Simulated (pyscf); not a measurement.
PySCF, gas phase, ωB97X-D3(BJ)/def2-SVP geometries.

Question: Estimate by transition-state theory the rate constant of `[Cl][CH][Cl]` [doublet] + `[H][H]` → `[Cl][CH2][Cl]` + `[H]` [doublet] (doublet surface; H–H broken, C–H formed) at 298 K, with ωB97M-D3(BJ)/def2-TZVP energies (ideal gas, 1 atm, RRHO with modes under 100 cm⁻¹ raised to 100, one conformer, R ln 2 for chiral ones without a mode under 150 cm⁻¹; no tunnelling).

Answer: The electronic barrier is 15.9 kcal/mol and the thermal terms add +7.5, so ΔG‡ = 23.3 kcal/mol. With k_BT/h = 6.21e+12 s⁻¹ and RT = 0.592 kcal/mol, and a volume of 4.06e-20 cm³ per molecule at 1 atm, k = 2.0e-24 cm³ molecule⁻¹ s⁻¹. Wigner's tunnelling factor for 1597i cm⁻¹ would be 3.48, likely too low at so high a frequency. A shift of 1 kcal/mol in the barrier changes k by a factor 5.4. One saddle was located; it need not be the lowest between these sides. The angle at the transferred H is 179°.
